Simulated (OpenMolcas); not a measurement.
# A ladder of methods for C2H6Si (SMILES C[Si]C)

C2H6Si: 9 atoms, total charge 0, spin state singlet. As SMILES, `C[Si]C`. Geometry: relaxed at PBE0-D4/def2-TZVP.

Quantity: the vertical ionisation energy (to the doublet cation), in eV. The values are calculated.

```json
{"level": "HF/6-311+G**", "kind": "Hartree–Fock", "program": "OpenMolcas", "value (eV)": "7.22", "CPU time (all runs)": "40 s"}
{"level": "SVWN5/6-311+G**", "kind": "LDA", "program": "OpenMolcas", "value (eV)": "8.18", "CPU time (all runs)": "98 s"}
{"level": "BLYP/6-311+G**", "kind": "GGA", "program": "OpenMolcas", "value (eV)": "7.96", "CPU time (all runs)": "2.4 min"}
{"level": "PBE/6-311+G**", "kind": "GGA", "program": "OpenMolcas", "value (eV)": "8.02", "CPU time (all runs)": "2.5 min"}
{"level": "M06-L/6-311+G**", "kind": "meta-GGA", "program": "OpenMolcas", "value (eV)": "8.05", "CPU time (all runs)": "3.1 min"}
{"level": "TPSS/6-311+G**", "kind": "meta-GGA", "program": "OpenMolcas", "value (eV)": "8.02", "CPU time (all runs)": "3.1 min"}
{"level": "BHLYP/6-311+G**", "kind": "global hybrid", "program": "OpenMolcas", "value (eV)": "8.08", "CPU time (all runs)": "2.1 min"}
{"level": "PBE0/6-311+G**", "kind": "global hybrid", "program": "OpenMolcas", "value (eV)": "8.08", "CPU time (all runs)": "2.1 min"}
```

The values span 7.22 to 8.18 eV. CPU times are rough (shared hosts, several kinds of processor): they show what a rung costs within a factor of a few.
